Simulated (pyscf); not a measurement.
Elementary routes open to CH₄ (SMILES C) + [H₂N–Zn]• (SMILES [NH2][Zn]) in the gas phase (doublet surface):
A. H₃C–Zn–NH₂ (SMILES [CH3][Zn][NH2]) + H• (SMILES [H]) (C–H broken; C–Zn formed)
B. [H₃C–Zn]• (SMILES [CH3][Zn]) + NH₃ (SMILES N) (C–H, N–Zn broken; C–Zn, H–N formed)

Optimised with ωB97X-D3(BJ)/def2-SVP in PySCF.

Question: Rank the routes by free-energy barrier at 900 K, lowest first, for ωB97M-D3(BJ)/def2-TZVP energies (ideal gas, 1 atm, RRHO with modes under 100 cm⁻¹ raised to 100, one conformer, R ln 2 for chiral ones without a mode under 150 cm⁻¹).

Answer: B (240.3 kJ/mol), A (298.8 kJ/mol)

Route B is the fastest of these, ahead of the next by 58.6 kJ/mol. The most stable products are those of B (ΔG = +28.6 kJ/mol), so kinetics and thermodynamics agree. At 298 K B is still the fastest. B: On the product side the descent ends in an adduct with a N–Zn contact, 35.8 kJ/mol under the separated species and 142.5 kJ/mol under the saddle at ωB97X-D3(BJ)/def2-TZVP. Only these routes are compared; each barrier is that of the saddle found, and lower ones may exist. Elements up to Kr have no core potential and no relativistic terms here.
